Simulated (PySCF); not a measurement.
C3H7OP.
SMILES with atom numbers: `[CH3:1][C@@H:2]1[CH2:3][P@@H:4]1=[O:5]` (hydrogens: H6, H7, H8 on C1; H9 on C2; H10, H11 on C3; H12 on P4)

Method: PySCF, PBE0-D3(BJ)/def2-SVP geometry optimisation, gas phase; density fitting, grid level 1; the optimiser is geomeTRIC in internal coordinates, started from a GFN2-xTB structure.

Step 0: E = -14543.8255 eV
```
atom  x, y, z in Å  |  force x, y, z in eV/Å
C1     -1.4754    0.0192   -0.3997    0.299  -0.045   0.211
C2     -0.3036    0.1343    0.5375    0.415  -0.059  -0.526
C3      0.9792    0.8383   -0.0140   -0.375  -0.682   0.419
P4      1.1149   -0.9431    0.2221   -0.673   1.855   0.399
O5      1.1992   -1.8989   -0.8849    0.084  -1.401  -1.339
H6     -1.8964    0.9996   -0.6221   -0.160   0.367  -0.090
H7     -2.2573   -0.5995    0.0371   -0.292  -0.257   0.098
H8     -1.1520   -0.4431   -1.3319   -0.019  -0.162  -0.377
H9     -0.5580    0.4064    1.5539   -0.043   0.026   0.538
H10     1.4561    1.5472    0.6451    0.371   0.333   0.347
H11     0.9140    1.1770   -1.0403    0.007   0.096  -0.485
H12     1.8086   -1.2262    1.3812    0.385  -0.069   0.805
```

Step 1: E = -14543.9139 eV
```
atom  x, y, z in Å  |  force x, y, z in eV/Å
C1     -1.4858    0.0268   -0.4039   -0.052   0.013  -0.051
C2     -0.2979    0.1374    0.5179   -0.029   0.008   0.111
C3      0.9843    0.8374   -0.0145   -0.003   0.125  -0.083
P4      1.1113   -0.9346    0.2079    0.124  -0.042   0.030
O5      1.2158   -1.9539   -0.8814   -0.005   0.035   0.142
H6     -1.9450    1.0126   -0.5862    0.011  -0.024   0.017
H7     -2.2517   -0.6372    0.0248    0.019   0.016  -0.012
H8     -1.1889   -0.4002   -1.3750   -0.014   0.023   0.014
H9     -0.5390    0.3703    1.5651    0.014  -0.057  -0.070
H10     1.5029    1.5393    0.6500    0.004  -0.068  -0.034
H11     0.9295    1.1828   -1.0558    0.008  -0.024   0.060
H12     1.7937   -1.1697    1.4353   -0.076  -0.005  -0.123
```

Task: Estimate the geometry and energy of step 2. (The exact step hangs on the optimiser's Hessian estimate; all steps are aligned on step 1, rigid shifts and turns removed.)

Result: E = -14543.9165 eV, largest force 0.143 eV/Å
```
atom  x, y, z in Å  |  force x, y, z in eV/Å
C1     -1.4908    0.0324   -0.4052    0.020  -0.033  -0.011
C2     -0.2970    0.1288    0.5131   -0.006   0.027   0.028
C3      0.9827    0.8357   -0.0216   -0.007   0.048   0.028
P4      1.1222   -0.9340    0.2138   -0.052  -0.028  -0.130
O5      1.2352   -1.9649   -0.8617    0.020  -0.009   0.059
H6     -1.9487    1.0212   -0.5682    0.005   0.002   0.014
H7     -2.2552   -0.6357    0.0178    0.001  -0.003  -0.003
H8     -1.2020   -0.3788   -1.3846    0.001   0.011  -0.002
H9     -0.5378    0.3530    1.5597    0.008   0.001   0.008
H10     1.5013    1.5366    0.6409    0.016  -0.006   0.006
H11     0.9255    1.1817   -1.0607    0.007  -0.030  -0.002
H12     1.7939   -1.1649    1.4407   -0.014   0.020   0.005
```

The energy changes by -0.0026 eV. The first-order estimate −F·Δx gives -0.0055 eV and the mean of the old and new forces, exact on a quadratic surface, -0.0027 eV. The step makes an angle of 73° with the force vector and moves no atom by more than 0.030 Å.

The cost below is that of the whole optimisation. On one thread of an Intel Xeon Platinum 8488C, no GPU, shared host with 96 logical CPUs at a one-minute load of 31, this took 14 s and 0.49 GiB of memory at its peak.
